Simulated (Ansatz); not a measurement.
**Match the barriers**

Saddle point of CH6ClSi, doublet (CH₃Cl ([CH3][Cl]) + SiH₃ → SiH₃Cl ([SiH3][Cl]) + CH₃; bonds formed: Cl1–Si3; bonds broken: Cl1–C2), PBE0-D4/def2-TZVP structure:

```tsv
atom	x (Å)	y (Å)	z (Å)
Cl1	0.0111	0.0192	0.2954
C2	0.0864	0.1749	2.2445
Si3	-0.0842	-0.1715	-2.1856
H4	-0.8402	0.6627	2.5279
H5	0.1649	-0.8437	2.6094
H6	0.9675	0.7735	2.4492
H7	-0.8416	-1.4015	-2.5313
H8	-0.7718	1.0354	-2.7117
H9	1.3077	-0.2491	-2.6978
```

Computed with Ansatz 0.2.0 (basis: def2-TZVPP, with def2-QZVPP for the basis limit); correlated methods freeze the cores; orbitals are unrestricted. Extrapolation: Hartree–Fock as exp(−7.88 √X), correlation as X^−2.97. Four methods, as single points on the PBE0-D4 structures, gave these electronic barriers from the start structure: 9.6, 25.6, 40.7, 86.2 kJ/mol.

Problem. The methods were, in alphabetical order, BHLYP-D4, HF, PBE-D4, PBE0-D4. Which gave which? (A judgement: the text doesn't fix the answer.)

Solution. The calculation gives: PBE-D4 9.6; PBE0-D4 25.6; BHLYP-D4 40.7; HF 86.2 kJ/mol. For comparison, CCSD(T) at an estimated basis limit (MP2 extrapolated from triple and quadruple zeta, plus CCSD(T) − MP2 in triple zeta) gives 36.0 kJ/mol.

The T1 diagnostic stays at or below 0.017. ⟨S²⟩ of the unrestricted Hartree–Fock references: 0.75 to 0.82 (a pure state has 0.75). The unrestricted reference is spin-contaminated, which hurts MP2 most. The start structure is not quite a true minimum (one mode of 44i cm⁻¹). The end structure is not quite a true minimum (one mode of 25i cm⁻¹).

Radical steps of this kind take place in plasma deposition and etching.

Labels in which every atom is bracketed show which atoms are joined, not bond orders.

For scale, one of the runs: CCSD(T)/def2-TZVPP, 199 basis functions, launched by `ansatz run in.yaml --threads 4 --pin off --events-out ev --progress --plain --max-ram 9574MiB`. The run took 110 s on 4 CPU threads of an Arm Neoverse V1 (shared host), with 5.7 GiB of host memory at its peak.
